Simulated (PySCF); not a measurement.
CH₂O₂, SMILES O=CO. Atoms are numbered in the order given.

```xyz
5

O     -0.0900    -1.1107     0.0000
C      0.3966     0.1327     0.0000
O     -0.2622     1.1287     0.0000
H     -1.0567    -1.0414     0.0000
H      1.4952     0.1014     0.0000
```
Charge 0, spin multiplicity 1.

Coordinates come from a PBE0-D3(BJ)/def2-TZVP optimisation. The values are those of a single conformer.

These are PBE0/pcJ-1 run with PySCF values and carry that method's errors.

Isotropic couplings with Fermi-contact, spin-dipole and both spin-orbit terms, one fixed conformer, no vibrational averaging. Isotopes: 13C, 1H.

Task: Estimate the spin–spin coupling constants. (Estimate from the structure and the level; the computed values follow.)

Result: 
| pair | bonds apart | J (Hz) |
|---|---|---|
| C2–H5 | 1 | 216.4 |
| C2–H4 | 2 | -7.6 |
| H4–H5 | 3 | 14.4 |
